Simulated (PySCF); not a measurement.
C₃H₆S, SMILES C1CSC1, point group Cs.

Level: PBE0/pcSseg-1 in PySCF (density fitting, grid level 2); geometry and Hessian at that level, cubic constants and property derivatives from steps of ±0.6 along each species' dimensionless normal coordinates, second-order vibrational perturbation theory. The parent has the commonest isotopes.

Equilibrium geometry (Å):

```json
{"atom": "C1", "x": "0.1438", "y": "-0.6730", "z": "-0.2467"}
{"atom": "C2", "x": "1.0445", "y": "0.5476", "z": "-0.0297"}
{"atom": "S3", "x": "-0.2029", "y": "1.3146", "z": "1.0852"}
{"atom": "C4", "x": "-1.1530", "y": "0.0096", "z": "0.2010"}
{"atom": "H5", "x": "0.4128", "y": "-1.4728", "z": "0.4512"}
{"atom": "H6", "x": "0.1396", "y": "-1.0906", "z": "-1.2610"}
{"atom": "H7", "x": "2.0187", "y": "0.3671", "z": "0.4335"}
{"atom": "H8", "x": "1.1846", "y": "1.1515", "z": "-0.9332"}
{"atom": "H9", "x": "-1.7279", "y": "0.4385", "z": "-0.6275"}
{"atom": "H10", "x": "-1.8247", "y": "-0.5739", "z": "0.8370"}
```

Give the equilibrium and ground-state rotational constants (MHz) of parent; ²H at 6; ²H at 7.


| species | Ae | Be | Ce | A0 | B0 | C0 | Δ0 (u Å²) | harmonic ZPE (cm⁻¹) |
| --- | --- | --- | --- | --- | --- | --- | --- | --- |
| parent | 10205 | 6675.2 | 4458.7 | 10117 | 6627.6 | 4416 | -11.765 | 18573 |
| ²H at 6 | 10172 | 6219.9 | 4256.5 | 10081 | 6177 | 4218.1 | -12.137 | 17855 |
| ²H at 7 | 9408.1 | 6633.8 | 4302 | 9331.3 | 6585.5 | 4262.7 | -12.341 | 17854 |

Δ0 = Ic − Ia − Ib from the ground-state constants.

How is the parent's vibrational correction B0 − Be made up?


```csv
axis,harmonic,Coriolis,cubic,total (MHz)
a,17,-16,-88.4,-87.4
b,10.1,-6.4,-51.3,-47.6
c,3.15,-1.07,-44.7,-42.6
```

And its quartic centrifugal distortion constants from the harmonic force field?

Asymmetric top, A reduction, Ir representation: ΔJ = 2.26 kHz, ΔJK = -2.14 kHz, ΔK = 6.79 kHz, δJ = 0.602 kHz, δK = 1.73 kHz.

A mode lies under 250 cm⁻¹, where this perturbation treatment is rough.
